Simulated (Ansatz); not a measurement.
Wurtzite MgTe was calculated with RPBE in Ansatz (plane waves, PAW).

Numerical settings: plane-wave cutoff 520 eV, 12×12×6 k mesh (along the axes of the cell as run), Fermi–Dirac smearing 0.01 eV, scalar-relativistic PAW data made under PBE.

Shape and atoms are relaxed at each volume.

Pressure at four volumes; x = ln(V/35.671 Å³). One pressure is withheld.

| V (Å³/atom) | x | P (GPa) |
|---|---|---|
| 34.244 | -0.0408 | 1.387 |
| 35.671 | 0.0000 | -0.005 |
| 36.384 | 0.0198 | -0.600 |
| 37.097 | 0.0392 | ? |

Task: Pass a parabola P(x) through the three rows shown, estimate the bulk modulus and its pressure derivative near zero pressure, and predict the withheld pressure.

Result: Slopes between the rows: (-0.005 − (1.387))/(0.0000 − (-0.0408)) = -34.12 and (-0.600 − (-0.005))/(0.0198 − (0.0000)) = -30.05 GPa. Their difference over the span 0.0606 is c = 4.07/0.0606 = 67.2 GPa, so P(x) = 1.387 + (-34.12)(x − (-0.0408)) + 67.2 (x − (-0.0408))(x − (0.0000)). At the middle row B = −dP/dx = −[-34.12 + 67.2 × 0.0408] = 31.4 GPa, and B′ = dB/dP = 2c/B = 4.3. At x = 0.0392 the parabola gives -1.132 GPa; the run gives -1.137 GPa. The Birch–Murnaghan fit to the energies at all volumes has B0 = 31.3 GPa and B′ = 4.2.

Note: the bulk modulus comes from volumes at which shape and atoms were relaxed.

Spin–orbit coupling is not included.

Ansatz is a first-principles code.
